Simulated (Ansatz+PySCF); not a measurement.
singlet HCl: levels of theory in one basis

```yaml
atoms:
  - { symbol: H, position_ang: [0.0000, 0.0000, -2.3669] }
  - { symbol: Cl, position_ang: [0.0000, 0.0000, 0.1392] }
```

Basis set: 6-31G (spherical functions). Frozen core: 5 orbitals. Charge 0, multiplicity 1.

Computed with Ansatz (development build ahead of 0.2.0); each method stands on the lowest determinant of its kind that the runs found.

```
                            method  E − E(RHF) (eV)  <S²> of the determinant
                               RHF             0.00                     0.00
                               UHF            -2.20                     0.92
                           RHF-MP2            -2.30                        –
                          RHF-CCSD            -3.34                        –
                          UHF-CCSD            -3.34                     0.92
                       RHF-CCSD(T)            -3.41                        –
                       UHF-CCSD(T)            -3.40                     0.92
full CI (lowest root of this spin)            -3.42                        –
```

Problem. What does UHF-MP2 give on the same scale?

Solution. -2.93 eV.

At such a shape the full CI root can have another spatial symmetry than the determinants, so the rows needn't describe one state.

Problem. Is a single determinant a sound starting point here?

Solution. It is doubtful. Unrestricted orbitals lower Hartree–Fock by 2.20 eV and <S²> is 0.92 where a pure state has 0.00, a sign of strong static correlation.

Caution for RHF, RHF-MP2, RHF-CCSD, RHF-CCSD(T): an unrestricted determinant lies well below. Caution for UHF, UHF-MP2, UHF-CCSD, UHF-CCSD(T): the unrestricted determinant is a mixture of spin states. Caution for RHF-MP2, UHF-MP2, RHF-CCSD, UHF-CCSD, RHF-CCSD(T), UHF-CCSD(T): large amplitudes, a single reference is doubtful. Caution for UHF-MP2, UHF-CCSD, UHF-CCSD(T): a plain start can end on a higher determinant. Caution for RHF-CCSD, UHF-CCSD, RHF-CCSD(T), UHF-CCSD(T): the amplitudes may be one of several solutions.
